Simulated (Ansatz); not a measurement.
## Ansatz (development build ahead of 0.2.0) run

```yaml
crystal:
  periodic: [false, false, false]
  atoms:
    - { symbol: O, position_ang: [0.00851, -0.00268, 0.10926] }
    - { symbol: H, position_ang: [0.00935, 0.76527, -0.47609] }
    - { symbol: H, position_ang: [-0.0099, -0.7487, -0.47089] }
basis:
  gaussian: { orbitals: aug-cc-pVDZ }
hamiltonian:
  xc: hf
correlation:
  method: mp2
  frozen_orbitals: { H: 0, O: 1 }
```

The input is written out in the form of the current development build from the run's settings.

Output:

```
Converged                       : yes
Reference energy                : -76.04062 hartree
Correlation energy              : -0.22016 hartree
Total energy                    : -76.26078 hartree
Spin squared of the determinant : 0.000
```
